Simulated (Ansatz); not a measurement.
A run of Ansatz (development build ahead of 0.2.0) on doublet NO2 in separate pieces at this shape:

```
atom   x (Å)   y (Å)   z (Å)
   N  0.0000  0.0000  0.0000
   O  0.0000  0.0000  7.0000
   O  0.0000  0.0000  8.2100
```

Its results:

```
Converged                       : yes
Total energy                    : -204.53055 hartree
Spin squared of the determinant : 2.760
Stability test                  : minimum
```

Forces (eV/Å):
```json
{"atom": "N1", "Fx": "0.000", "Fy": "0.000", "Fz": "0.000"}
{"atom": "O2", "Fx": "0.000", "Fy": "0.000", "Fz": "1.858"}
{"atom": "O3", "Fx": "0.000", "Fy": "0.000", "Fz": "-1.858"}
```

(1) Which input gives this output? Name the method, the orbitals and the basis set, and write the input.

## Answers

(1) PBE0 (unrestricted) in def2-SVP.

```yaml
crystal:
  periodic: [false, false, false]
  atoms:
    - { symbol: "N", position_ang: [0.0, 0.0, 0.0] }
    - { symbol: O, position_ang: [0.0, 0.0, 7.0] }
    - { symbol: O, position_ang: [0.0, 0.0, 8.21] }
basis:
  gaussian: { orbitals: def2-SVP }
magnetization:
  spin_polarized: true
  initial_magnetization: 1
hamiltonian:
  xc: pbe0
output:
  forces: true
```

Caution: charge can spread falsely over distant fragments; the unrestricted determinant is a mixture of spin states.
